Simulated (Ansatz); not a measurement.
Frontier orbitals of C₃H₃FO, SMILES `OC1=C(F)C1`.

Total charge 0; spin multiplicity 1. All single points use the PBE0-D4/def2-TZVP geometry. It is one conformer, not always the lowest. Basis def2-TZVPP, the Gaussian-basis code of Ansatz.

```tsv
functional	HOMO (eV)	LUMO (eV)	gap (eV)
PBE	-5.25	-0.48	4.77
revPBE	-5.19	-0.42	4.77
BLYP	-5.15	-0.55	4.60
PBE0	-6.52	0.44	6.96
r2SCANh	-5.93	0.52	6.45
HSE06 (plane-wave form)	-6.11	0.07	6.18
ωB97M-V	-8.73	1.93	10.66
```

A quarter of exact exchange (PBE0) shifts PBE's HOMO by −1.26 eV and its LUMO by +0.92 eV; full exchange at long range (ωB97M-V) shifts them by −3.48 and +2.41 eV. The gap opens from 4.78 to 10.66 eV, since occupied levels lose self-interaction and empty ones feel all the electrons. A positive LUMO is unbound and depends on the basis.
